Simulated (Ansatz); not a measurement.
# BS: test of scalar relativity

The task is a test of scalar relativity, for BS.

Program: the Python package of Ansatz 0.2.0. The levels of theory stand in the script. These are calculated values, not measurements.

### Step 1. The structure

Bond lengths: B1–S2 1.800 Å.

The script holds or builds the structure itself.

### Step 2. Script

Contents of x2c_bs.py:

```python
import ansatz as az
from ase import Atoms
import numpy as np

XC = "B3LYP"

atoms = Atoms(["B", "S"], positions=[
    [0.0, 0.0, 0.0],
    [0.0, 0.0, 1.8],
])
molecule = az.Crystal.molecule_from_ase(atoms)

setup = molecule.calculation()
setup = setup.functional(XC)
setup = setup.spin("collinear", total=1)
setup = setup.forces()
sets = {"none": "cc-pVTZ", "scalar": "cc-pVTZ-DK"}
found = {kind: setup.basis(gaussian=basis).pseudopotentials(relativity=kind).run(threads=1).report for kind, basis in sets.items()}
for kind, each in found.items():
    dipole = 4.803205 * np.linalg.norm(each["charge_distribution"]["dipole_moment_e_ang"])
    print(f"{kind:7s} E = {each['free_energy_ev']:.4f} eV  dipole {dipole:.3f} D  largest force {np.abs(each['forces_ev_ang']).max():.4f} eV/A")
print(f"relativity lowers the total energy by {found['none']['free_energy_ev'] - found['scalar']['free_energy_ev']:.3f} eV")
```

### Step 3. The input behind the calls

The package turns the script's settings into the engine's input (first run):

```yaml
crystal:
  periodic: [false, false, false]
  atoms:
    - { symbol: B, position_ang: [0.0, 0.0, 0.0] }
    - { symbol: S, position_ang: [0.0, 0.0, 1.8] }
basis:
  gaussian:
    orbitals: cc-pVTZ
hamiltonian:
  xc: b3lyp
  pseudopotentials:
    relativity: none
magnetization:
  spin_polarized: true
  initial_magnetization: 1.0
output:
  forces: true
```

### Step 4. Running it

On the command line:

```
> python x2c_bs.py
```

Log:

```text
none    E = -11510.2264 eV  dipole 1.328 D  largest force 4.8343 eV/A
scalar  E = -11540.0744 eV  dipole 1.309 D  largest force 4.8251 eV/A
relativity lowers the total energy by 29.848 eV
```

It took 2.3 s on 1 thread of Intel Xeon 6975P-C (Granite Rapids), shared host; peak memory 0.19 GiB.

### Step 5. Inputs of later runs

The engine's inputs for the other runs:

Run 2, against run 1:

```diff
@@ -8 +8 @@
-    orbitals: cc-pVTZ
+    orbitals: cc-pVTZ-DK
@@ -12 +12 @@
-    relativity: none
+    relativity: scalar
```

Lines on the test bed's own set-up are left out of the output.

### Step 6. Run by run

From the records of these 2 runs:

```csv
run,basis,relativity,energy (eV),<S²>,SCF cycles,CPU time (s)
1,cc-pVTZ,none,-11510.2264,0.76,22,0.89
2,cc-pVTZ-DK,scalar,-11540.0744,0.76,22,0.95
```

### Step 7. Outcome

| quantity | value |
| --- | --- |
| relativistic lowering of the total energy | 29.848 eV |
| runs compared | 2 |

**Reading.** The total moves by -29.8 eV, nearly all in the cores, and the dipole from 1.33 to 1.31 D. What to keep in mind:
- The geometry is a force-field or estimated start, not a minimum of this method. The basis set changes with the Hamiltonian (a set recontracted for scalar relativity), and most of the change in the total lies in the cores.
- The species is open-shell (spin multiplicity 2).
- b3lyp holds the VWN-RPA fit, as in Gaussian; the form of ORCA and Turbomole is b3lyp5.
- The spin state was assumed, and another may lie lower.
